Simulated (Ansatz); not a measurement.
Cost and result for the atomization energy of `C/N=C(/F)Cl` (8 atoms, 7 bonds).

The species carries charge 0 and has multiplicity 1. Geometry: relaxed with PBE0-D4/def2-TZVP. Program: Ansatz. Hardware: A = 2 threads of an AMD EPYC 7R13 on a shared host; B = 2 threads of an AMD EPYC 7R13 on a shared host and a share of an NVIDIA H100 80 GB. Times are those of one run each, without the atoms' runs, and a repeat can differ threefold. Electronic energies, without spin–orbit coupling; frozen cores. CCSD(T)/CBS extrapolates def2-TZVPP and def2-QZVPP, and its time is that of the two runs behind it. T1 = 0.013. B3LYP takes the VWN-RPA correlation (the form of Gaussian; ORCA's B3LYP/G).

CCSD(T)/CBS is a level of theory with its own doubt, some kJ/mol a heavy atom from the limit and from the frozen cores, so smaller differences don't rank the functionals.

| level | functions | wall time | atomization (kcal/mol) | difference from CCSD(T)/CBS | per bond |
| --- | --- | --- | --- | --- | --- |
| PBE-D4/def2-TZVPP (with forces) [A] | 208 | 2.3 s | 764.6 | 39.3 | 5.6 |
| PBE0-D4/def2-TZVPP [A] | 208 | 2.8 s | 737.7 | 12.4 | 1.8 |
| r2SCAN-D4/def2-TZVPP (with forces) [A] | 208 | 3.8 s | 733.1 | 7.8 | 1.1 |
| B3LYP-D4/def2-TZVPP (with forces) [A] | 208 | 4.3 s | 729.6 | 4.3 | 0.6 |
| B2PLYP/def2-TZVPP [A] | 208 | 5.5 s | 721.3 | -4.0 | -0.6 |
| ωB97X-V/def2-TZVPP [A] | 208 | 6 s | 731.4 | 6.1 | 0.9 |
| ωB97M-V/def2-TZVPP (with forces) [A] | 208 | 9.5 s | 732.6 | 7.3 | 1.0 |
| CCSD(T)/def2-TZVPP [B] | 208 | 15 s | 703.3 | -22.0 | -3.1 |
| CCSD(T)/def2-QZVPP [B] | 388 | 36 s | 716.3 | -9.0 | -1.3 |
| CCSD(T)/CBS(def2) | – | 51 s | 725.3 | 0.0 | 0.0 |

From PBE to PBE0 (25 % exact exchange), in def2-TZVPP and without D4, the atomization energy moves by −26.3 kcal/mol: exact exchange takes away binding that semilocal exchange gives to molecules. The D4 term adds +5.8 kcal/mol with B3LYP and +3.0 kcal/mol with PBE0; it sums over pairs of atoms, weighted by their polarisabilities, and B3LYP, whose exchange is more repulsive, gets the larger term. In def2-TZVPP, CCSD(T) changes the Hartree–Fock value by +216.6 kcal/mol (the triples alone add +16.9 kcal/mol) and MP2 by +240.0 kcal/mol; breaking electron pairs costs correlation energy, which Hartree–Fock lacks.
